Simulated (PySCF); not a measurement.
C4H7N.
Atom-mapped SMILES: `[H]/[N:5]=[CH:4]\[C:2](=[CH2:1])[CH3:3]` (hydrogens: H6, H7 on C1; H8, H9, H10 on C3; H11 on C4; H12 on N5)

A linear-response calculation (PySCF, def2-SVPD basis, gas phase, vertical, core orbitals frozen in the response) gave these numbers; the functional is withheld.

Orbital energies (eV): HOMO-3 -12.11, HOMO-2 -11.29, HOMO-1 -9.14, HOMO -8.93, LUMO -0.20, LUMO+1 1.23, LUMO+2 1.91.

| state | E (eV) | f | main configurations (H = HOMO, L = LUMO) |
| --- | --- | --- | --- |
| S1 | 4.84 | 0.0038 | H-1→L (93%) |
| S2 | 6.22 | 0.496 | H→L (96%) |
| S3 | 7.27 | 0.0039 | H→L+1 (94%) |
| S4 | 7.57 | 0.010 | H-1→L+1 (71%), H-1→L+3 (14%) |
| S5 | 7.69 | 0.0006 | H-3→L (57%), H-1→L+4 (35%) |
| S6 | 7.97 | 0.042 | H-2→L (72%), H→L+4 (25%) |

Triplets, Tamm–Dancoff:

```tsv
state	E (eV)	λ (nm)	main configurations (H = HOMO, L = LUMO)
T1	3.53	351.1	H→L (93%)
T2	4.10	302.2	H-1→L (89%), H-1→L+4 (9%)
T3	5.33	232.6	H-2→L (64%), H→L+4 (25%)
T4	7.15	173.4	H→L+1 (92%)
```

Vertical ionisation energy by ΔSCF with the same functional: 9.79 eV. Mean static polarisability: 59.2 au.

Question: Which of these was used?
A. PBE
B. B3LYP
C. CAM-B3LYP
D. HF

Answer: C. CAM-B3LYP is range-separated, 19% exact exchange at short range and 65% at long range (ω = 0.33 bohr⁻¹). In this run −ε(HOMO) = 8.93 eV differs from the ΔSCF value by -0.86 eV, and S1 differs from the orbital gap of 8.73 eV by -3.89 eV. The ratio −ε(HOMO)/IP is 0.91. Usual ranges for neutral molecules in this basis: 0.85 to 0.93 with CAM-B3LYP, 0.5 to 0.7 with PBE, 0.67 to 0.83 with B3LYP; Hartree–Fock can't fall below 1, since the ion's relaxation only lowers the ΔSCF value.

The calculation used TDDFT CAM-B3LYP/def2-SVPD, vertical, gas phase, core orbitals frozen in the response in PySCF. Isolated species at its PBE0-D3(BJ)/def2-SVP geometry (one conformer only).

The values belong to the conformer `[H]/[N:5]=[CH:4]\[C:2](=[CH2:1])[CH3:3]`: C1–C2–C4–N5 180°.
